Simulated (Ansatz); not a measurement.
# CHAl+ (doublet): wave-function methods side by side, def2-QZVPP

One table from this session's results is given with a row withheld; the runs are named, their logs left out.

The runs use Ansatz 0.2.0, Gaussian basis; def2-QZVPP, core rule «outside noble gas», up to 6 orbitals frozen.

The runs, in order: UHF; ROHF; CCSD(T) on UHF.

2 further runs of the same task are left out: 2 set aside as unsound or not needed. Runs told in other sessions of the task aren't counted.

**What is computed**

The geometry is a PBE0/def2-TZVP stationary point (not a proven minimum) of the parent state, kept for this charge and spin.

3 atoms, charge 1, spin multiplicity 2.

Atoms are counted from 1 here; the program's logs count them from 0.

Bond lengths: Al1–C2 1.916 Å, Al1–H3 1.601 Å. Angles: C2–Al1–H3 180.0°.

The first run:

Contents of in.yaml:

```yaml
crystal:
  periodic: [false, false, false]
  atoms:
    - {symbol: Al, position_ang: [0.000000, 0.000000, 0.105100]}
    - {symbol: C, position_ang: [0.000000, 0.000000, -1.811100]}
    - {symbol: H, position_ang: [0.000000, 0.000000, 1.706000]}
basis:
  gaussian: {orbitals: "def2-QZVPP.json"}
total_charge: 1
magnetization: {spin_polarized: true, initial_magnetization: 1}
hamiltonian: {xc: hf}
output: {orbitals: {seedname: orbitals}}
```

On the command line:

```bash
> ansatz run in.yaml --threads 1 --pin off --events-out ev --progress --plain --max-ram 2393MiB
```

Steps of the session up to this table: UHF; ROHF; CCSD(T) on UHF.

One table of the session follows, with a row left open; its other results are not shown here.

| method | from UCCSD(T) (kJ/mol) |
| --- | --- |
| ROHF | +534.0 |
| UHF | +455.6 |
| UMP2 | ? |
| UCCSD | +24.3 |
| UCCSD(T) | 0 |

Estimate the missing values for UMP2.

As computed: from UCCSD(T) (kJ/mol): +113.1. In the column «from UCCSD(T) (kJ/mol)» it lies between UCCSD (+24.3) and UHF (+455.6).

The program flags UCCSD(T) as in doubt (see the logs), so the zero of the table is itself unsure.

To keep in mind: The determinant of HF (⟨S²⟩ 1.61) is far from a pure spin state, so its energy mixes those of several spin states; that is harmless only where they are near-degenerate. The determinant of CCSD(T) (⟨S²⟩ 1.61) is far from a pure spin state, so its energy mixes those of several spin states; high orders of coupled cluster remove much of that, low ones don't. The program flags UCCSD(T) as in doubt, so the zero of the table is itself unsure.
